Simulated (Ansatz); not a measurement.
Basis-set extrapolation for C₇H₁₆ (`CCCC(C)(C)C`) (PBE0-D4/def2-TZVP geometry, frozen core, the Gaussian-basis code of Ansatz). Multiplicity 1, RHF reference.

|  | def2-TZVPP | def2-QZVPP |
| --- | --- | --- |
| HF | -274.495268 | -274.508303 |
| MP2 correlation | -1.250911 | -1.327033 |
| CCSD(T) correlation | -1.382336 | not run |

Energies in hartree. Use E(X) = E(∞) + A·exp(−7.88·√X) for Hartree–Fock and E(X) = E(∞) + B·X^(−2.97) for correlation, with X = 3 and 4, and add CCSD(T) minus MP2 of the smaller set to the MP2 limit.

**Question.** What is the CCSD(T) energy at the basis-set limit?

**Answer.** HF limit: -274.508303 + (-0.013035) × 0.13774 = -274.51010. MP2 limit: -1.327033 + (-0.076122) × 0.74074 = -1.38342. Higher-order term: -1.382336 − (-1.250911) = -0.13142. Total: -276.02494 hartree, 4.01 eV below CCSD(T)/def2-TZVPP.
